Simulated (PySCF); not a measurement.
## Spin-orbit coupling and the first ionisation energy along group 13

Two-component X2C-1e calculated with PySCF 2.14: MP2 on generalised Hartree-Fock spinors (GMP2), with spin-orbit coupling off and on (screened by Boettger's factors); no Breit or QED terms. Values in eV; the references (NIST) lie between the lowest levels. Elements whose determinants are no pure J levels are left out.

```csv
element,configurations,spin-free,with spin-orbit,shift,reference
"B (x2c-QZVPPall-2c, 1s2 frozen)",[He] 2s2 2p1 → [He] 2s2,8.280,8.282,0.001,8.298
"Al (x2c-QZVPPall-2c, [Ne] frozen)",[Ne] 3s2 3p1 → [Ne] 3s2,5.837,5.846,0.009,5.986
"Ga (x2c-QZVPPall-2c, [Ne] frozen)",[Ar] 3d10 4s2 4p1 → [Ar] 3d10 4s2,5.819,5.888,0.069,5.999
"In (x2c-QZVPPall-2c, [Ar] 3d10 frozen)",[Kr] 4d10 5s2 5p1 → [Kr] 4d10 5s2,5.461,5.652,0.190,5.786
```

The largest shift is at In, 0.190 eV, where spin-orbit coupling lowers the species with more electrons by more than the one with fewer (starting occupations 5p1/2^1 and closed).

What remains against the references is mostly the basis and correlation beyond MP2.
